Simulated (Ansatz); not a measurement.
A calculation on Bi2S3 (Pnma, No. 62) returned cohesive energy 3.11 eV/atom, band gap 1.70 eV.

Question: Which level of theory produced these numbers?
A) r²SCAN+rVV10 (Ansatz (a program for electronic structure))
B) LDA (Ansatz)
C) PBEsol (Ansatz)
D) r²SCAN (Ansatz)

Answer: D, r²SCAN (Ansatz)

The others give: PBEsol 3.59 eV/atom, 1.21 eV; r²SCAN+rVV10 3.32 eV/atom, 1.60 eV; LDA 4.12 eV/atom, 1.09 eV.

Unless a cell is named, each level is at its own relaxed cell (LDA 23.50, PBEsol 24.26, r²SCAN 26.05, r²SCAN+rVV10 25.07 Å³/atom).

Spin–orbit coupling is included only where a level's name says +SOC; with heavier elements it mostly lowers gaps and can invert bands. Density-functional gaps are differences of (generalised) Kohn–Sham levels.

Caveats: the relaxation could not lower the start's symmetry, so the cell can be a saddle point above a distorted one (PBEsol, r²SCAN+rVV10, LDA, r²SCAN). Ansatz's density-functional and Hartree–Fock values are scalar-relativistic unless marked +SOC, with PAW data made under PBE.
